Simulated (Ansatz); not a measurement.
**Worked example: correlation energy of [SiH3···H···CH2], triplet**

Geometry: a point of a hydrogen-transfer path between rigid fragments, not a stationary point.

```xyz
8

Si   -0.9159    0.0000    0.0000
H    -1.4108    1.3997    0.0000
H    -1.4108   -0.6999    1.2122
H    -1.4108   -0.6999   -1.2122
H     0.8261    0.0000    0.0000
C     2.0191    0.0000    0.0000
H     2.4336    0.0000    0.9962
H     2.4336    0.0000   -0.9962
```

Basis cc-pVDZ; Ansatz 0.2.0. Correlated methods freeze the noble-gas cores, which leaves 14 electrons in 56 orbitals. Prefix R: restricted or restricted open-shell reference; prefix U: unrestricted.

Full CI isn't at hand for all of this; UCCSDT(Q) serves as the reference, and is uncertain by about the last step of the cluster series.

Runs differ by some tens of microhartree through their thresholds and, for an open shell, their frozen cores, so steps under 0.03 kcal/mol mean nothing.

```tsv
level	total energy (hartree)
UHF	-330.143114
UMP2	-330.374479
UCCSD	-330.424228
UCCSD(T)	-330.430274
UCCSDT	-330.431434
UCCSDT(Q)	-330.431691
```

Problem. What is the correlation energy at UCCSDT(Q), and what share of it do UMP2 and UCCSD recover?

Solution. E(corr) = -330.431691 − (-330.143114) = -0.288577 hartree = -7.853 eV. UMP2: -0.231365 / -0.288577 = 80.17 %. UCCSD: -0.281114 / -0.288577 = 97.41 %.

Problem. By how many kcal/mol does UCCSD(T) miss UCCSDT(Q) (1 hartree = 627.509 kcal/mol), and which steps make up the rest?

Solution. -330.430274 − (-330.431691) = 0.001417 hartree = 0.89 kcal/mol. Steps: UCCSDT − UCCSD(T) = -0.73, UCCSDT(Q) − UCCSDT = -0.16 kcal/mol. Differences between like states or geometries often cancel part of this.
